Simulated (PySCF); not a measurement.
propane (C₃H₈), SMILES CCC. Geometry optimised at PBE-D3(BJ)/def2-SVP.

Method: PBE-D3(BJ)/def2-SVP run with PySCF.

Harmonic wavenumbers (cm⁻¹): 227, 276, 359, 731, 871, 876, 897, 1058, 1132, 1156, 1262, 1303, 1347, 1354, 1411, 1414, 1422, 1429, 1436, 2961, 2962, 2963, 3000, 3042, 3049, 3055, 3056. Rotational constants (GHz): 29.15, 8.317, 7.378; symmetry number 2.

Q: Work out the zero-point energy and the ideal-gas rigid-rotor harmonic-oscillator thermochemistry at 298.15 K and 1 atm.

A: ZPE = ½ Σ hcν = ½ × 44049 cm⁻¹ = 62.97 kcal/mol. H − E(el) = 66.44 kcal/mol. Entropy in cal/(mol K): translation 37.28, rotation 21.33, vibration 5.67, total 64.28. G − E(el) = 47.27 kcal/mol. Cp = 17.24 cal/(mol K).
